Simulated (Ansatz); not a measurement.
Elastic constant C11 (GPa) of solids drawn from the class of elemental solids other than molecular ones, at two levels: LDA (Ansatz, a program for electronic structure, PAW), and PBEsol (Ansatz, PAW).

```json
[
 {"solid": "hcp Be", "LDA": "341", "PBEsol": "326", "shift (%)": "-4.4"},
 {"solid": "fcc Sr", "LDA": "16.7", "PBEsol": "15.6", "shift (%)": "-6.6"},
 {"solid": "bcc Fe", "LDA": "363", "PBEsol": "330", "shift (%)": "-9.1"},
 {"solid": "hcp Os", "LDA": "816", "PBEsol": "792", "shift (%)": "-2.9"},
 {"solid": "hcp Y", "LDA": "75.2", "PBEsol": "77.5", "shift (%)": "+3.1"},
 {"solid": "fcc Pt", "LDA": "381", "PBEsol": "357", "shift (%)": "-6.3"},
 {"solid": "fcc Ag", "LDA": "169", "PBEsol": "145", "shift (%)": "-14.2"},
 {"solid": "hcp Tl", "LDA": "46.9", "PBEsol": "40.2", "shift (%)": "-14.3"},
 {"solid": "fcc Ni", "LDA": "351", "PBEsol": "326", "shift (%)": "-7.1"},
 {"solid": "hcp Re", "LDA": "673", "PBEsol": "654", "shift (%)": "-2.8"}
]
```

The shifts run from -14.3 % to +3.1 %, with a median of -6.4 %.

Over all 10 rows PBEsol is the larger in 1.

Ansatz's runs of these crystals have no spin polarisation, but for bcc Fe, fcc Ni.

Density-functional runs with spin start from parallel moments for bcc Fe, parallel moments for fcc Ni.

Spin–orbit coupling is left out, also for the solids with elements from indium on (hcp Os, fcc Pt, hcp Tl, hcp Re); its size isn't shown.

Each level is taken at its own relaxed cell. Ansatz's density-functional and Hartree–Fock values are scalar-relativistic unless marked +SOC, with PAW data made under PBE.
